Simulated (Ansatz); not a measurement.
Basis-set extrapolation for C7H8 (`C=C1C=CCC=C1`) (PBE0-D4/def2-TZVP geometry, frozen core, the Gaussian-basis code of Ansatz). Multiplicity 1, RHF reference.

```
                      def2-TZVPP   def2-QZVPP
                 HF  -269.791765  -269.803367
    MP2 correlation    -1.114232    -1.184681
CCSD(T) correlation    -1.216631      not run
```

Energies in hartree. Use E(X) = E(∞) + A·exp(−7.88·√X) for Hartree–Fock and E(X) = E(∞) + B·X^(−2.97) for correlation, with X = 3 and 4, and add CCSD(T) minus MP2 of the smaller set to the MP2 limit.

What is the CCSD(T) energy at the basis-set limit?

HF limit: -269.803367 + (-0.011602) × 0.13774 = -269.80497. MP2 limit: -1.184681 + (-0.070449) × 0.74074 = -1.23687. Higher-order term: -1.216631 − (-1.114232) = -0.10240. Total: -271.14424 hartree, 85.2 kcal/mol below CCSD(T)/def2-TZVPP.
